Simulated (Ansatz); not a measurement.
Geometry optimisation, RKS BHLYP/def2-SVP in Ansatz.

Input:

```yaml
crystal:
  periodic: [false, false, false]
  atoms:
    - { symbol: "N", position_ang: [-1.1223, 0.9091, -0.4364] }
    - { symbol: C, position_ang: [0.1379, 0.4674, -0.0396] }
    - { symbol: C, position_ang: [0.1881, -0.6625, 0.926] }
    - { symbol: C, position_ang: [0.6623, -0.8751, -0.5031] }
    - { symbol: H, position_ang: [-1.1177, 1.4069, -1.3742] }
    - { symbol: H, position_ang: [-1.5185, 1.6706, 0.2044] }
    - { symbol: H, position_ang: [0.9377, 1.2378, 0.0436] }
    - { symbol: H, position_ang: [1.058, -0.6313, 1.6651] }
    - { symbol: H, position_ang: [-0.6988, -1.0868, 1.3401] }
    - { symbol: H, position_ang: [1.6376, -1.019, -0.7187] }
    - { symbol: H, position_ang: [-0.099, -1.4741, -1.0866] }
basis:
  gaussian: { orbitals: def2-SVP }
hamiltonian:
  xc: { name: BHLYP }
relax:
  f_tol: 0.015
  max_steps: 40
```

Launched with:

```bash
$ ansatz run input.yaml --threads 1 --pin off --max-ram 2048MiB --backend cpu --events-out ev --progress --plain --runs-dir out
```

Task: Where does it end, and by what steps?

Result: The forces met the threshold. After 6 steps the energy has fallen by 0.508 eV; H6 moved furthest, 0.07 Å.

```tsv
step	energy less start (eV)	largest force component (eV/Å)	accepted
0	0.0000	6.112	yes
1	-0.4522	1.385	yes
2	-0.4846	0.652	yes
3	-0.4649	0.685	no
4	-0.5060	0.095	yes
5	-0.5083	0.018	yes
6	-0.5084	0.003	yes
```

```xyz
11
Properties=species:S:1:pos:R:3
N -1.134 0.920 -0.438
C 0.164 0.482 -0.038
C 0.236 -0.641 0.945
C 0.601 -0.874 -0.488
H -1.109 1.353 -1.351
H -1.506 1.601 0.209
H 0.958 1.230 0.043
H 1.027 -0.630 1.688
H -0.712 -1.042 1.290
H 1.645 -1.025 -0.741
H -0.105 -1.430 -1.097
```

Whether the end is a true minimum wasn't checked by a vibrational analysis.

Time of the run: 16 s on 1 thread of Intel(R) Xeon(R) 6975P-C (Granite Rapids), on a shared host, peak memory 0.2 GiB.
